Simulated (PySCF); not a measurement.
Methylenesilane, CH4Si.
Cartesian coordinates in Å at the PBE0-D3(BJ)/def2-SVP level; atoms count from 1:
```xyz
6
CH4Si angstrom
C     -0.9260   -0.0395   -0.0213
Si     0.7793    0.0353    0.0045
H     -1.5466    0.8604   -0.0517
H     -1.4647   -0.9912   -0.0085
H      1.6348   -1.1784    0.0464
H      1.5294    1.3173   -0.0125
```

Method used: TDDFT CAM-B3LYP/def2-SVPD, vertical, gas phase, core orbitals frozen in the response (PySCF).

Frontier orbitals with the atoms that hold most of them (Löwdin shares over 4%, at most four atoms; ? is withheld):

| orbital | ε (eV) | atoms |
| --- | --- | --- |
| HOMO-3 | -13.23 | C1 44%, H3 18%, H4 18%, Si2 12% |
| HOMO-2 | -11.52 | C1 41%, Si2 30%, H6 8%, H5 8% |
| HOMO-1 | -11.37 | ? |
| HOMO | ? | C1 49%, Si2 34%, H4 6%, H3 6% |
| LUMO | -0.14 | ? |
| LUMO+1 | 1.35 | Si2 58%, C1 20%, H4 6%, H3 6% |
| LUMO+2 | 1.64 | Si2 30%, H6 20%, H5 20%, C1 18% |

Problem. Give the leading atoms of the HOMO-1.

Solution. Si2 (bonded to C and 2 H) 37%; H5 (bonded to Si) 22%; H6 (bonded to Si) 22%; C1 (bonded to Si and 2 H) 12%. By element: hydrogen 44% or more, silicon 37%, carbon 12%.

Problem. Which atoms hold the LUMO, and with what shares?

Solution. Si2 (bonded to C and 2 H) 48%; C1 (bonded to Si and 2 H) 28%; H6 (bonded to Si) 10%; H5 (bonded to Si) 10%. By element: silicon 48%, carbon 28%, hydrogen 19% or more.

Problem. What is the HOMO energy, and the HOMO–LUMO gap?

Solution. ε(HOMO) = -7.81 eV; the gap is 7.67 eV (0.2820 hartree).

Problem. How does S1 compare with the orbital gap of 7.67 eV?

Solution. S1 is at 5.17 eV (f = 0.251), 2.51 eV below the gap, made of HOMO→LUMO (97%). 

Problem. One configuration dominates each of S1, S2, S6 and S7. Which, and how do the shares of the two leading atoms of either orbital change from the occupied to the empty one?

Solution. 
- S1 (5.17 eV, f 0.251), HOMO→LUMO (97%): C1 49% → 28%, Si2 34% → 48%
- S2 (5.98 eV, f 0.085), HOMO→LUMO+1 (86%): C1 49% → 20%, Si2 34% → 58%
- S6 (7.13 eV, f 0.034), HOMO-2→LUMO (86%): C1 41% → 28%, Si2 30% → 48%
- S7 (7.35 eV, f 0.0000), HOMO-1→LUMO (86%): Si2 37% → 48%, H5 22% → 10%, C1 12% → 28%
